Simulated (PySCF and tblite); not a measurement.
Values are calculated unless marked as measured or tabulated.
C₃H₆O, numbered as in [CH2:1]=[CH:2][CH2:3][OH:4].

Search: ETKDG and KDG, MMFF94s, GFN2-xTB, 90 starts; geometries at PBE0-D3(BJ)/def2-SVP. Energies: PBE0-D3(BJ)/def2-TZVP, with GFN2-xTB thermal terms (modes under about 100 cm⁻¹ blended into free rotors). Symmetry numbers and mirror images are counted. Conformers within 4 kcal/mol (GFN2-xTB free energy) were kept, 5 at most. Of two unlike H on one atom, a is the less shielded (PBE0/pcSseg-1). Programs: PySCF with density fitting and tblite.

An NOE distance is ⟨r⁻⁶⟩^(−1/6) over all pairs of like atoms and, for the average, over conformers.

Torsions listed: C1–C2–C3–O4, C2–C3–O4–H4. Of a mirror pair one member is shown.

```csv
conformer,shape,weight %
1,"-8°, -60°",44.7
2,"127°, -58°",40.4
3,"0°, 180°",6.9
4,"132°, 171°",4.6
```

Not shown: 1 more, 3.4 % in all.

**Question.** Which H–H contacts under 3.5 Å would NOEs report (pairs on one atom left out) at 298.15 K?

**Answer.** 
```
      pair  in 1 (Å)  in 2 (Å)  in 3 (Å)  in 4 (Å)  average (Å)
H1b ··· H2      2.46      2.46      2.45      2.46         2.46
 H3 ··· H4      2.51      2.53      2.33      2.32         2.49
 H2 ··· H3      2.53      2.76      2.50      2.77         2.62
H1a ··· H4      2.37      3.73      3.34      4.54         2.67
H1a ··· H3      3.51      2.68      3.52      2.67         2.93
H1a ··· H2      3.09      3.09      3.09      3.09         3.09
 H2 ··· H4      3.59      2.89      4.09      3.48         3.13
```

Longer pairs under the limit may be missing.

**Question.** In a model where alignment follows shape alone (order matrix 0.0005 × (3G/tr G − 1)/2, G the second moments of the atom positions; splitting J + 2D), what are the one-bond C–H dipolar couplings D?

**Answer.** H1b -4.0 Hz (-4.2 in conformer 1), H1a 1.3 Hz (0.3 in conformer 1), H2 1.2 Hz (0.2 in conformer 1), H3 2.1 Hz (1.9 in conformer 1).
